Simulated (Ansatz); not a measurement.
# NH₃ with CH₃F: superposition error and deformation, part 2 of 3

Ansatz 0.2.0, Gaussian basis.

### Step 13. CCSD(T)/def2-TZVPPD

The inputs:

a/in.yaml

```yaml
crystal:
  periodic: [false, false, false]
  atoms:
    - {symbol: N, position_ang: [0.010886, -0.142125, -1.783221]}
    - {symbol: H, position_ang: [-0.801784, -0.182248, -2.385707]}
    - {symbol: H, position_ang: [-0.093751, 0.674397, -1.191312]}
    - {symbol: H, position_ang: [0.813622, 0.019934, -2.378539]}
basis:
  gaussian: {orbitals: "def2-TZVPPD.json"}
correlation: {method: ccsd_t}
```

b/in.yaml

```yaml
crystal:
  periodic: [false, false, false]
  atoms:
    - {symbol: C, position_ang: [0.022419, -0.138647, 1.571410]}
    - {symbol: F, position_ang: [-0.141436, 1.143500, 1.072193]}
    - {symbol: H, position_ang: [-0.843119, -0.384118, 2.190247]}
    - {symbol: H, position_ang: [0.931575, -0.162953, 2.175769]}
    - {symbol: H, position_ang: [0.101588, -0.827740, 0.729062]}
basis:
  gaussian: {orbitals: "def2-TZVPPD.json"}
correlation: {method: ccsd_t}
```

Each run has its own folder and the same command.

Started as:

```sh
$ ansatz run in.yaml --threads 4 --pin off --events-out ev --progress --plain --max-ram 9574MiB
```

a printed, shortened:

```text
Functional definition: HF
  name "HF"
  cite "Fock, Z. Phys. 61, 126 (1930) doi:10.1007/BF01340294"
  parent pbe
[...]
497 factors; integrals over basis functions are off by at most 7.5e-4 eV
[...]
mean field -1529.87645055 eV, -56.2219225701 hartree, gradient 5.0e-7 eV, S^2 0.000000; 0 other end points of the search recorded, 0 dependent functions left out
1 core orbitals not correlated: weight in the atoms' cores, before any rotation towards them, 1.000 or more for the frozen orbitals, at most 0.000 for the correlated occupied ones
reference -1529.87645055 eV, -56.2219225701 hartree; 4, 4 occupied and 83, 83 virtual orbitals, 497 factors
second order -6.43559323 eV of doubles, -0.00000000 eV of singles
cycle   1  -6.61149425 eV  change   -1.8e-1 eV  update   4.2e-2
[...]
cycle   9  -6.76788419 eV  change    3.1e-6 eV  update   5.7e-6
perturbative correction -0.21615024 eV, -0.0079433749 hartree
Total energy: -1536.86048498 eV, -56.4785811014 hartree
```

Output in b, shortened:

```text
[... 4 set-up lines as earlier in the session ...]
[...]
753 factors; integrals over basis functions are off by at most 8.3e-4 eV
[...]
mean field -3785.18288932 eV, -139.1029054936 hartree, gradient 1.2e-6 eV, S^2 0.000000; 0 other end points of the search recorded, 0 dependent functions left out
2 core orbitals not correlated: weight in the atoms' cores, before any rotation towards them, 1.000 or more for the frozen orbitals, at most 0.000 for the correlated occupied ones
reference -3785.18288932 eV, -139.1029054936 hartree; 7, 7 occupied and 119, 119 virtual orbitals, 753 factors
second order -11.84228295 eV of doubles, -0.00000000 eV of singles
cycle   1  -11.98194193 eV  change   -1.4e-1 eV  update   6.7e-2
[...]
cycle   9  -12.29053370 eV  change   -1.6e-6 eV  update   5.0e-6
perturbative correction -0.36818636 eV, -0.0135305993 hartree
Total energy: -3797.84160938 eV, -139.5681048754 hartree
```

Wall times: 0.75 s (a), 4.4 s (b) on 4 threads of Arm Neoverse N1, shared host; peak memory 0.63 GiB.

### Step 14. Relaxing NH₃ alone

The input, relax-a/in.yaml:

```yaml
crystal:
  periodic: [false, false, false]
  atoms:
    - {symbol: N, position_ang: [0.010886, -0.142125, -1.783221]}
    - {symbol: H, position_ang: [-0.801784, -0.182248, -2.385707]}
    - {symbol: H, position_ang: [-0.093751, 0.674397, -1.191312]}
    - {symbol: H, position_ang: [0.813622, 0.019934, -2.378539]}
basis:
  gaussian: {orbitals: def2-TZVP}
hamiltonian: {xc: pbe0, dispersion: d4}
relax: {f_tol: 0.005, max_steps: 200}
```

Started as:

```sh
$ ansatz run in.yaml --threads 4 --pin off --events-out ev --progress --plain --max-ram 9574MiB
```

Output, shortened:

```text
[... 5 set-up lines as earlier in the session ...]
[...]
287 factors; their error is unknown
[...]
mean field -1537.79922613 eV, -56.5130792023 hartree, gradient 4.0e-5 eV, S^2 0.000000; 0 other end points of the search recorded, 0 dependent functions left out
[...]
Total energy: -1537.80844352 eV, -56.5134179355 hartree
Atom 0 at     0.011052    -0.143131    -1.782746 Å, force     0.000241    -0.000432    -0.001049 eV/Å
Atom 1 at    -0.802150    -0.181318    -2.384866 Å, force    -0.000222    -0.000045     0.000286 eV/Å
Atom 2 at    -0.093707     0.673548    -1.193399 Å, force    -0.000126     0.000547     0.000424 eV/Å
Atom 3 at     0.813777     0.020859    -2.377768 Å, force     0.000108    -0.000070     0.000339 eV/Å
Dipole moment:    -0.036050     0.294821    -0.190111 e Å
```

Wall time 1.1 s (4 threads of Arm Neoverse N1, shared host).

The steps of the relaxation:

```
step  energy from step 1 (eV)  largest force component (eV/Å)
   1                   0.0000                          0.0506
   2                  -0.0001                          0.0110
   3                  -0.0001                          0.0140
   4                  -0.0001                          0.0010
```

Distances of close pairs at the start and the end, largest changes first:

```
 bond  before (Å)  after (Å)  change (Å)
N1–H3       1.014      1.013      -0.001
N1–H2       1.012      1.013      +0.000
N1–H4       1.012      1.013      +0.000
```

### Step 15. Relaxing CH₃F alone

The input, relax-b/in.yaml:

```yaml
crystal:
  periodic: [false, false, false]
  atoms:
    - {symbol: C, position_ang: [0.022419, -0.138647, 1.571410]}
    - {symbol: F, position_ang: [-0.141436, 1.143500, 1.072193]}
    - {symbol: H, position_ang: [-0.843119, -0.384118, 2.190247]}
    - {symbol: H, position_ang: [0.931575, -0.162953, 2.175769]}
    - {symbol: H, position_ang: [0.101588, -0.827740, 0.729062]}
basis:
  gaussian: {orbitals: def2-TZVP}
hamiltonian: {xc: pbe0, dispersion: d4}
relax: {f_tol: 0.005, max_steps: 200}
```

Started as:

```sh
$ ansatz run in.yaml --threads 4 --pin off --events-out ev --progress --plain --max-ram 9574MiB
```

Output, shortened:

```text
[... 5 set-up lines as earlier in the session ...]
[...]
468 factors; their error is unknown
[...]
mean field -3800.17147388 eV, -139.6537258162 hartree, gradient 4.7e-6 eV, S^2 0.000000; 0 other end points of the search recorded, 0 dependent functions left out
[...]
Atom 1 at    -0.141384     1.143301     1.074292 Å, force     0.000006    -0.000054     0.000023 eV/Å
Atom 2 at    -0.842593    -0.386692     2.186994 Å, force     0.000419    -0.000210    -0.000207 eV/Å
Atom 3 at     0.931656    -0.165518     2.172589 Å, force    -0.000359    -0.000306    -0.000200 eV/Å
Atom 4 at     0.101931    -0.830639     0.735130 Å, force     0.000003    -0.000003     0.000535 eV/Å
Dipole moment:     0.044193    -0.345744     0.134471 e Å
```

Wall time 2.7 s (4 threads of Arm Neoverse N1, shared host).

The steps of the relaxation:

```
step  energy from step 1 (eV)  largest force component (eV/Å)
   1                   0.0000                          0.3802
   2                  -0.0016                          0.2181
   3                  -0.0022                          0.0300
   4                  -0.0022                          0.0006
```

Distances of close pairs at the start and the end, largest changes first:

```
 bond  before (Å)  after (Å)  change (Å)
C1–F2       1.386      1.376      -0.009
C1–H5       1.091      1.092      +0.001
C1–H3       1.092      1.092      +0.000
C1–H4       1.092      1.092      +0.000
```

### Step 16. PBE-D4/def2-TZVPPD

The input, free-a/in.yaml:

```yaml
crystal:
  periodic: [false, false, false]
  atoms:
    - {symbol: N, position_ang: [0.011052, -0.143131, -1.782746]}
    - {symbol: H, position_ang: [-0.802150, -0.181318, -2.384866]}
    - {symbol: H, position_ang: [-0.093707, 0.673548, -1.193399]}
    - {symbol: H, position_ang: [0.813777, 0.020859, -2.377768]}
basis:
  gaussian: {orbitals: "def2-TZVPPD.json"}
hamiltonian: {xc: pbe, dispersion: d4}
```

The input, free-b/in.yaml:

```yaml
crystal:
  periodic: [false, false, false]
  atoms:
    - {symbol: C, position_ang: [0.021416, -0.130411, 1.569677]}
    - {symbol: F, position_ang: [-0.141384, 1.143301, 1.074292]}
    - {symbol: H, position_ang: [-0.842593, -0.386692, 2.186994]}
    - {symbol: H, position_ang: [0.931656, -0.165518, 2.172589]}
    - {symbol: H, position_ang: [0.101931, -0.830639, 0.735130]}
basis:
  gaussian: {orbitals: "def2-TZVPPD.json"}
hamiltonian: {xc: pbe, dispersion: d4}
```

One command serves all of them, each in its own folder.

Started as:

```sh
$ ansatz run in.yaml --threads 4 --pin off --events-out ev --progress --plain --max-ram 9574MiB
```

Output in free-a, shortened:

```text
[... 4 set-up lines as earlier in the session ...]
[...]
356 factors; their error is unknown
[...]
mean field -1537.78624276 eV, -56.5126020724 hartree, gradient 4.5e-5 eV, S^2 0.000000; 0 other end points of the search recorded, 0 dependent functions left out
reference -1537.78626985 eV, -56.5126030679 hartree; 5, 5 occupied and 83, 83 virtual orbitals, 356 factors
Total energy: -1537.79764783 eV, -56.5130212009 hartree
```

Log of free-b, shortened:

```text
[... 4 set-up lines as earlier in the session ...]
[...]
548 factors; their error is unknown
[...]
mean field -3800.05644240 eV, -139.6494984874 hartree, gradient 4.2e-5 eV, S^2 0.000000; 0 other end points of the search recorded, 0 dependent functions left out
reference -3800.05648339 eV, -139.6494999937 hartree; 9, 9 occupied and 119, 119 virtual orbitals, 548 factors
Total energy: -3800.08510798 eV, -139.6505519281 hartree
```

They took 0.3 s (free-a), 0.65 s (free-b) on 4 threads of Arm Neoverse N1, shared host.

### Step 17. r2SCAN-D4/def2-TZVPPD

Each input of step 16 (free-a, free-b) changes in the same lines:

```diff
-hamiltonian: {xc: pbe, dispersion: d4}
+hamiltonian: {xc: r2scan, dispersion: d4}
```

One command serves all of them, each in its own folder.

Started as:

```sh
$ ansatz run in.yaml --threads 4 --pin off --events-out ev --progress --plain --max-ram 9574MiB
```

free-a printed, shortened:

```text
[... 5 set-up lines as earlier in the session ...]
[...]
356 factors; their error is unknown
[...]
mean field -1538.79963009 eV, -56.5498433701 hartree, gradient 1.4e-5 eV, S^2 0.000000; 0 other end points of the search recorded, 0 dependent functions left out
reference -1538.79963807 eV, -56.5498436631 hartree; 5, 5 occupied and 83, 83 virtual orbitals, 356 factors
Total energy: -1538.80235103 eV, -56.5499433626 hartree
```

free-b printed, shortened:

```text
[... 5 set-up lines as earlier in the session ...]
[...]
548 factors; their error is unknown
[...]
mean field -3802.34208594 eV, -139.7334943384 hartree, gradient 3.8e-5 eV, S^2 0.000000; 0 other end points of the search recorded, 0 dependent functions left out
reference -3802.34209868 eV, -139.7334948064 hartree; 9, 9 occupied and 119, 119 virtual orbitals, 548 factors
Total energy: -3802.34884595 eV, -139.7337427639 hartree
```

Wall times: 0.85 s (free-a), 1.4 s (free-b) on 4 threads of Arm Neoverse N1, shared host.

### Step 18. PBE0-D4/def2-TZVPPD

The same edit goes into each in.yaml of step 17 (free-a, free-b):

```diff
-hamiltonian: {xc: r2scan, dispersion: d4}
+hamiltonian: {xc: pbe0, dispersion: d4}
+output: {orbitals: {seedname: orbitals}}
```

One command serves all of them, each in its own folder.

Started as:

```sh
$ ansatz run in.yaml --threads 4 --pin off --events-out ev --progress --plain --max-ram 9574MiB
```

Output in free-a, shortened:

```text
[... 5 set-up lines as earlier in the session ...]
[...]
356 factors; their error is unknown
[...]
mean field -1537.91284835 eV, -56.5172547422 hartree, gradient 3.0e-5 eV, S^2 0.000000; 0 other end points of the search recorded, 0 dependent functions left out
reference -1537.91286822 eV, -56.5172554722 hartree; 5, 5 occupied and 83, 83 virtual orbitals, 356 factors
Total energy: -1537.92198401 eV, -56.5175904714 hartree
```

Output in free-b, shortened:

```text
[... 5 set-up lines as earlier in the session ...]
[...]
548 factors; their error is unknown
[...]
mean field -3800.24245098 eV, -139.6563341767 hartree, gradient 6.0e-5 eV, S^2 0.000000; 0 other end points of the search recorded, 0 dependent functions left out
reference -3800.24248005 eV, -139.6563352450 hartree; 9, 9 occupied and 119, 119 virtual orbitals, 548 factors
Total energy: -3800.26554931 eV, -139.6571830246 hartree
```

Times: 0.35 s (free-a), 0.8 s (free-b) on 4 threads of Arm Neoverse N1, shared host.

### Step 19. B3LYP-D4/def2-TZVPPD

Each input of step 18 (free-a, free-b) changes in the same lines:

```diff
-hamiltonian: {xc: pbe0, dispersion: d4}
-output: {orbitals: {seedname: orbitals}}
+hamiltonian: {xc: {name: B3LYP}, dispersion: d4}
```

One command serves all of them, each in its own folder.

Started as:

```sh
$ ansatz run in.yaml --threads 4 --pin off --events-out ev --progress --plain --max-ram 9574MiB
```

free-a printed, shortened:

```text
[... 6 set-up lines as earlier in the session ...]
[...]
356 factors; their error is unknown
[...]
mean field -1539.90013066 eV, -56.5902860201 hartree, gradient 1.2e-5 eV, S^2 0.000000; 0 other end points of the search recorded, 0 dependent functions left out
reference -1539.90029660 eV, -56.5902921181 hartree; 5, 5 occupied and 83, 83 virtual orbitals, 356 factors
Total energy: -1539.91835749 eV, -56.5909558435 hartree
```

Log of free-b, shortened:

```text
[... 6 set-up lines as earlier in the session ...]
[...]
548 factors; their error is unknown
[...]
mean field -3804.41691634 eV, -139.8097429492 hartree, gradient 6.6e-5 eV, S^2 0.000000; 0 other end points of the search recorded, 0 dependent functions left out
reference -3804.41712912 eV, -139.8097507685 hartree; 9, 9 occupied and 119, 119 virtual orbitals, 548 factors
Total energy: -3804.46286355 eV, -139.8114314778 hartree
```

Times: 0.4 s (free-a), 0.9 s (free-b) on 4 threads of Arm Neoverse N1, shared host.

### Step 20. wB97X-V/def2-TZVPPD

The same edit goes into each in.yaml of step 19 (free-a, free-b):

```diff
-hamiltonian: {xc: {name: B3LYP}, dispersion: d4}
+hamiltonian: {xc: {name: wB97X-V}}
```

One command serves all of them, each in its own folder.

Started as:

```sh
$ ansatz run in.yaml --threads 4 --pin off --events-out ev --progress --plain --max-ram 9574MiB
```

Log of free-a, shortened:

```text
[... 5 set-up lines as earlier in the session ...]
[...]
      + integral(e_c_pw_opposite_spin*poly(b97_u_opposite, cos0, cos1)) + vv10(b, c)
356 factors; their error is unknown
117 factors; integrals over basis functions are off by at most 7.0e-6 eV
[...]
mean field -1539.18336569 eV, -56.5639453931 hartree, gradient 2.7e-5 eV, S^2 0.000000; 0 other end points of the search recorded, 0 dependent functions left out
reference -1539.18336436 eV, -56.5639453443 hartree; 5, 5 occupied and 83, 83 virtual orbitals, 356 factors
Total energy: -1539.18336436 eV, -56.5639453443 hartree
```

Log of free-b, shortened:

```text
[... 5 set-up lines as earlier in the session ...]
[...]
      + integral(e_c_pw_opposite_spin*poly(b97_u_opposite, cos0, cos1)) + vv10(b, c)
548 factors; their error is unknown
177 factors; integrals over basis functions are off by at most 2.8e-5 eV
[...]
mean field -3802.96647453 eV, -139.7564401959 hartree, gradient 7.5e-5 eV, S^2 0.000000; 0 other end points of the search recorded, 0 dependent functions left out
reference -3802.96647268 eV, -139.7564401276 hartree; 9, 9 occupied and 119, 119 virtual orbitals, 548 factors
Total energy: -3802.96647268 eV, -139.7564401276 hartree
```

Times: 1 s (free-a), 2.2 s (free-b) on 4 threads of Arm Neoverse N1, shared host.

### Step 21. wB97M-V/def2-TZVPPD

Each input of step 20 (free-a, free-b) changes in the same lines:

```diff
-hamiltonian: {xc: {name: wB97X-V}}
+hamiltonian: {xc: {name: wB97M-V}}
```

The same command starts each run, in its folder.

Started as:

```sh
$ ansatz run in.yaml --threads 4 --pin off --events-out ev --progress --plain --max-ram 9574MiB
```

free-a printed, shortened:

```text
[... 5 set-up lines as earlier in the session ...]
  # Of w^i u^j: cxij and so on, Table III.
[...]
  gx(w, u) = 1 - cx + cx01*u + cx10*w
[...]
      + integral(e_c_pw_mod_opposite_spin*gos(b97_w_opposite, b97_u_opposite)) + vv10(b, c)
356 factors; their error is unknown
117 factors; integrals over basis functions are off by at most 7.0e-6 eV
[...]
mean field -1538.88754915 eV, -56.5530743358 hartree, gradient 3.0e-6 eV, S^2 0.000000; 0 other end points of the search recorded, 0 dependent functions left out
reference -1538.88758224 eV, -56.5530755518 hartree; 5, 5 occupied and 83, 83 virtual orbitals, 356 factors
Total energy: -1538.88758224 eV, -56.5530755518 hartree
```

Output in free-b, shortened:

```text
[... 5 set-up lines as earlier in the session ...]
  # Of w^i u^j: cxij and so on, Table III.
[...]
  gx(w, u) = 1 - cx + cx01*u + cx10*w
[...]
      + integral(e_c_pw_mod_opposite_spin*gos(b97_w_opposite, b97_u_opposite)) + vv10(b, c)
548 factors; their error is unknown
177 factors; integrals over basis functions are off by at most 2.8e-5 eV
[...]
mean field -3802.77167566 eV, -139.7492814692 hartree, gradient 1.3e-5 eV, S^2 0.000000; 0 other end points of the search recorded, 0 dependent functions left out
reference -3802.77172206 eV, -139.7492831744 hartree; 9, 9 occupied and 119, 119 virtual orbitals, 548 factors
Total energy: -3802.77172206 eV, -139.7492831744 hartree
```

Wall times: 1.1 s (free-a), 2.4 s (free-b) on 4 threads of Arm Neoverse N1, shared host.

### Step 22. B2PLYP/def2-TZVPPD

The same edit goes into each in.yaml of step 21 (free-a, free-b):

```diff
-hamiltonian: {xc: {name: wB97M-V}}
+hamiltonian: {xc: {name: B2PLYP}}
```

One command serves all of them, each in its own folder.

Started as:

```sh
$ ansatz run in.yaml --threads 4 --pin off --events-out ev --progress --plain --max-ram 9574MiB
```

Log of free-a, shortened:

```text
[... 5 set-up lines as earlier in the session ...]
[...]
500 factors; integrals over basis functions are off by at most 7.1e-4 eV
[...]
mean field -1536.41570376 eV, -56.4622356931 hartree, gradient 1.7e-6 eV, S^2 0.000000; 0 other end points of the search recorded, 0 dependent functions left out
1 core orbitals not correlated: weight in the atoms' cores, before any rotation towards them, 1.000 or more for the frozen orbitals, at most 0.000 for the correlated occupied ones
reference -1536.41580735 eV, -56.4622395000 hartree; 4, 4 occupied and 83, 83 virtual orbitals, 500 factors
second order -7.69374167 eV of doubles, -0.00000000 eV of singles
Total energy: -1538.49311760 eV, -56.5385792436 hartree
```

Log of free-b, shortened:

```text
[... 5 set-up lines as earlier in the session ...]
[...]
753 factors; integrals over basis functions are off by at most 8.4e-4 eV
[...]
mean field -3797.95753688 eV, -139.5723651321 hartree, gradient 3.6e-6 eV, S^2 0.000000; 0 other end points of the search recorded, 0 dependent functions left out
2 core orbitals not correlated: weight in the atoms' cores, before any rotation towards them, 1.000 or more for the frozen orbitals, at most 0.000 for the correlated occupied ones
reference -3797.95766272 eV, -139.5723697569 hartree; 7, 7 occupied and 119, 119 virtual orbitals, 753 factors
second order -14.05506260 eV of doubles, -0.00000000 eV of singles
Total energy: -3801.75252963 eV, -139.7118285433 hartree
```

Times: 0.55 s (free-a), 1.4 s (free-b) on 4 threads of Arm Neoverse N1, shared host.

### Step 23. BLYP-D4/def2-TZVPPD

The same edit goes into each in.yaml of step 22 (free-a, free-b):

```diff
-hamiltonian: {xc: {name: B2PLYP}}
+hamiltonian: {xc: {name: BLYP}, dispersion: d4}
```

Each run has its own folder and the same command.

Started as:

```sh
$ ansatz run in.yaml --threads 4 --pin off --events-out ev --progress --plain --max-ram 9574MiB
```

Log of free-a, shortened:

```text
[... 4 set-up lines as earlier in the session ...]
[...]
356 factors; their error is unknown
[...]
mean field -1539.16535350 eV, -56.5632834575 hartree, gradient 2.1e-5 eV, S^2 0.000000; 0 other end points of the search recorded, 0 dependent functions left out
reference -1539.16558309 eV, -56.5632918945 hartree; 5, 5 occupied and 83, 83 virtual orbitals, 356 factors
Total energy: -1539.19303250 eV, -56.5643006420 hartree
```

Log of free-b, shortened:

```text
[... 4 set-up lines as earlier in the session ...]
[...]
548 factors; their error is unknown
[...]
mean field -3803.43404672 eV, -139.7736231568 hartree, gradient 3.0e-5 eV, S^2 0.000000; 0 other end points of the search recorded, 0 dependent functions left out
reference -3803.43434258 eV, -139.7736340295 hartree; 9, 9 occupied and 119, 119 virtual orbitals, 548 factors
Total energy: -3803.50280918 eV, -139.7761501307 hartree
```

Times: 0.4 s (free-a), 0.8 s (free-b) on 4 threads of Arm Neoverse N1, shared host.

### Step 24. revPBE-D4/def2-TZVPPD

Each input of step 23 (free-a, free-b) changes in the same lines:

```diff
-hamiltonian: {xc: {name: BLYP}, dispersion: d4}
+hamiltonian: {xc: {name: revPBE}, dispersion: d4}
```

The same command starts each run, in its folder.

Started as:

```sh
$ ansatz run in.yaml --threads 4 --pin off --events-out ev --progress --plain --max-ram 9574MiB
```

free-a printed, shortened:

```text
[... 4 set-up lines as earlier in the session ...]
[...]
356 factors; their error is unknown
[...]
mean field -1539.33651565 eV, -56.5695735502 hartree, gradient 6.2e-5 eV, S^2 0.000000; 0 other end points of the search recorded, 0 dependent functions left out
reference -1539.33654956 eV, -56.5695747966 hartree; 5, 5 occupied and 83, 83 virtual orbitals, 356 factors
Total energy: -1539.39098317 eV, -56.5715751950 hartree
```

free-b printed, shortened:

```text
[... 4 set-up lines as earlier in the session ...]
[...]
548 factors; their error is unknown
[...]
mean field -3803.01297550 eV, -139.7581490747 hartree, gradient 4.7e-5 eV, S^2 0.000000; 0 other end points of the search recorded, 0 dependent functions left out
reference -3803.01302705 eV, -139.7581509692 hartree; 9, 9 occupied and 119, 119 virtual orbitals, 548 factors
Total energy: -3803.14041899 eV, -139.7628325368 hartree
```

Wall times: 0.3 s (free-a), 0.65 s (free-b) on 4 threads of Arm Neoverse N1, shared host.

(Continued in part 3 of 3.)
